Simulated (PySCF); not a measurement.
# C5H11O: g tensor and hyperfine couplings

Compound: C5H11O (doublet state).
Geometry (GFN2-xTB, Å), atoms numbered from 1 in this order:
```
atom  x, y, z in Å
C1     2.3708   -0.4811   -0.1664
C2     1.6008    0.5780    0.5085
O3     0.3179    0.1812    0.9331
C4    -0.5804   -0.1719   -0.1123
C5    -1.6087   -1.1266    0.4849
C6    -1.2622    1.0634   -0.7056
H7     3.2376   -0.2279   -0.7429
H8     2.1470   -1.5117    0.0258
H9     1.5490    1.4781   -0.1301
H10    2.1014    0.8916    1.4429
H11   -0.0145   -0.6881   -0.9050
H12   -2.3065   -1.4561   -0.2799
H13   -1.1088   -1.9921    0.9110
H14   -2.1564   -0.6216    1.2758
H15   -0.5317    1.7317   -1.1560
H16   -1.9722    0.7627   -1.4712
H17   -1.7901    1.6024    0.0775
```

The hyperfine couplings belong to this conformer and change with its torsions.

The species is `[CH2]COC(C)C` [radical].

Level of theory: PySCF 2.14.0, UKS B3LYP, pcH-1 on C H O, non-relativistic, mean-field spin-orbit, GIAO. The structure is a single GFN2-xTB conformer in the gas phase; no vibrational or solvent corrections. Couplings are sensitive to structure, and on GFN2-xTB geometries they can be far from those on DFT ones. The SCF solution wasn't tested for stability.

- g1, g2, g3: 2.00222, 2.00278, 2.00304
- g_iso: 2.00268
- Form of g: rhombic: the two nearest values differ by 31 % of g3 − g1
- ⟨S²⟩: 0.7536 (exact 0.7500)
- Total energy: -272.33235 Eh

Hyperfine couplings atom by atom, in G; T1 to T3 are the principal values of the dipolar part (MHz turned into gauss with g_iso; 10 G = 1 mT):

| atom | isotope | a_iso | T1 | T2 | T3 | Mulliken spin population |
| --- | --- | --- | --- | --- | --- | --- |
| C1 | 13C | 32.7 | -28.9 | -28.7 | 57.6 | 1.07 |
| C2 | 13C | -12.7 | -1.0 | -0.2 | 1.3 | -0.08 |
| O3 | 17O | -4.3 | -0.9 | 0.3 | 0.6 | 0.00 |
| C4 | 13C | 0.7 | -0.9 | -0.4 | 1.2 | 0.01 |
| C5 | 13C | -0.2 | -0.1 | -0.1 | 0.2 | 0.00 |
| C6 | 13C | 0.1 | -0.1 | -0.1 | 0.2 | 0.00 |
| H7 | 1H | -22.4 | -13.9 | -0.2 | 14.1 | -0.04 |
| H8 | 1H | -21.6 | -14.0 | -0.1 | 14.1 | -0.04 |
| H9 | 1H | 24.4 | -2.0 | -1.6 | 3.6 | 0.03 |
| H10 | 1H | 56.1 | -2.4 | -0.7 | 3.0 | 0.06 |
| H11 | 1H | 0.5 | -2.5 | -1.4 | 4.0 | 0.00 |
| H12 | 1H | 0.4 | -0.3 | -0.3 | 0.5 | 0.00 |
| H13 | 1H | 0.0 | -0.4 | -0.4 | 0.8 | 0.00 |
| H14 | 1H | 0.9 | -0.3 | -0.3 | 0.5 | 0.00 |
| H15 | 1H | 0.1 | -0.5 | -0.5 | 1.0 | 0.00 |
| H16 | 1H | 0.1 | -0.3 | -0.3 | 0.6 | 0.00 |
| H17 | 1H | 0.6 | -0.3 | -0.3 | 0.6 | 0.00 |

The Mulliken spin populations are largest on C1 (+1.07), C2 (-0.08) and H10 (+0.06). No atom but C1 exceeds +0.15. The positive populations add up to 1.17 and the negative ones to -0.17, together 2S = 1. The angles at C1 add up to 359.5°, so it is planar; its axial dipolar tensor and the negative couplings of its protons fit spin in a p orbital normal to that plane.

Axes: g2 points within 7° of the C1–C2 bond.

Under fast tumbling the dipolar parts average out, and these isotropic splittings remain: 2 × 1H (H9/H10, I = 1/2, 3 lines) with 4.03 mT, 2 × 1H (H7/H8, I = 1/2, 3 lines) with 2.20 mT, 1 × 1H (H11, I = 1/2, 2 lines) with 0.05 mT and 6 × 1H (H12 (×6), I = 1/2, 7 lines) with 0.03 mT.

Means are taken over nuclei equivalent by connectivity, which assumes that they swap fast. The 1H value of +112.9 MHz is a mean of couplings from 68.5 to 157.2 MHz in this one geometry, not an average over conformers.

The 17O coupling of O3 (-12.1 MHz) shows only in satellite lines or after enrichment, since that isotope makes up about 0.038 % of natural oxygen.

The 13C coupling of C1 (91.5 MHz) shows only in satellite lines or after enrichment, since that isotope makes up about 1.07 % of natural carbon.

Examples of negative spin density at the nucleus (bohr⁻³): C2 (-0.0316) and H7/H8 (-0.0138).
